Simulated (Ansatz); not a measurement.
A made-up structure of C$_{2}$H$_{5}$Si (charge -1), closed shell:

C1  (0.686, -1.063, 1.459)
C2  (0.184, -0.406, -0.100)
Si3  (-0.481, 0.928, -0.283)
H4  (-1.769, 0.832, -0.874)
H5  (0.257, 1.810, -1.115)
H6  (-0.650, 1.584, 0.965)
H7  (0.337, -0.952, -1.036)
H8  (1.087, -1.980, 1.111)
(Å)

It is relaxed with PBE-D4/def2-SVPD and then PBE0-D4/def2-TZVPD (Ansatz 0.2.0). Atoms count as bonded within 1.22 times the sum of their covalent radii (H–H: 0.88 Å). The end point is not checked to be a true minimum.

(1) Does its bonding change? (A judgement: the text doesn't fix the answer.)

Results:

(1) Computed: No: no bond forms or breaks.

Where it ends: The first stage lowers the energy by 4.22 eV in 10 steps. It ends as C₂H₅Si ([CH][CH][SiH3]), total charge -1:
```json
{"atom": "C1", "x (Å)": "0.6393", "y (Å)": "-1.0353", "z (Å)": "1.2224"}
{"atom": "C2", "x (Å)": "0.3013", "y (Å)": "-0.6265", "z (Å)": "-0.0275"}
{"atom": "Si3", "x (Å)": "-0.5137", "y (Å)": "1.0043", "z (Å)": "-0.2447"}
{"atom": "H4", "x (Å)": "-1.8757", "y (Å)": "0.9515", "z (Å)": "-0.9066"}
{"atom": "H5", "x (Å)": "0.2197", "y (Å)": "1.9641", "z (Å)": "-1.1595"}
{"atom": "H6", "x (Å)": "-0.7163", "y (Å)": "1.7429", "z (Å)": "1.0373"}
{"atom": "H7", "x (Å)": "0.4777", "y (Å)": "-1.2067", "z (Å)": "-0.9578"}
{"atom": "H8", "x (Å)": "1.1196", "y (Å)": "-2.0413", "z (Å)": "1.1644"}
```

Labels in which every atom is bracketed show which atoms are joined, not bond orders.

For scale, one of the runs: PBE0-D4/def2-TZVPD relaxation, 162 basis functions, launched by `ansatz run in.yaml --threads 2 --pin off --events-out ev --progress --plain --max-ram 4352MiB`. The run took about 19 s on 2 CPU threads of an Arm Neoverse V2 (shared host).
